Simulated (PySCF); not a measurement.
C2H6S. Atoms are numbered in the order given.

```xyz
9

C     -1.4424     0.7545    -0.3609
C     -0.4922    -0.4271    -0.4898
S      1.0222    -0.2517     0.4912
H     -2.3551     0.5787    -0.9380
H     -0.9769     1.6698    -0.7352
H     -1.7153     0.9187     0.6833
H     -0.9577    -1.3403    -0.1117
H     -0.2253    -0.6107    -1.5319
H      1.4828     0.8466    -0.1214
```

Coordinates come from a ωB97X-D3(BJ)/def2-TZVP optimisation. Other conformers were not sampled.

Method: TDA-PBE/def2-SVPD in PySCF.

Vertical excitations. The molecule is in vacuum.

```csv
state,energy (eV),λ (nm),f,main pairs
S1,5.15,241,0.017,HOMO→LUMO 99 %
S2,5.83,213,0.029,HOMO→LUMO+1 97 %
S3,6.27,198,0.033,HOMO→LUMO+2 97 %
S4,6.53,190,0.008,HOMO→LUMO+3 93 %
S5,6.68,186,0.020,HOMO→LUMO+4 95 %
S6,7.56,164,0.009,HOMO−1→LUMO 77 %
S7,7.72,161,0.033,HOMO→LUMO+6 86 %
S8,7.75,160,0.018,"HOMO→LUMO+5 52 %, HOMO→LUMO+7 41 %"
S9,8.00,155,0.054,"HOMO→LUMO+7 42 %, HOMO→LUMO+5 29 %, HOMO→LUMO+8 21 %"
S10,8.14,152,0.087,"HOMO−1→LUMO+1 41 %, HOMO→LUMO+8 39 %, HOMO→LUMO+7 8 %, HOMO→LUMO+5 7 %"
T1,4.81,258,0,HOMO→LUMO 99 %
T2,5.41,229,0,HOMO→LUMO+1 99 %
T3,6.05,205,0,HOMO→LUMO+2 98 %
T4,6.40,194,0,HOMO→LUMO+3 89 %
```
Triplets are in the Tamm–Dancoff approximation.
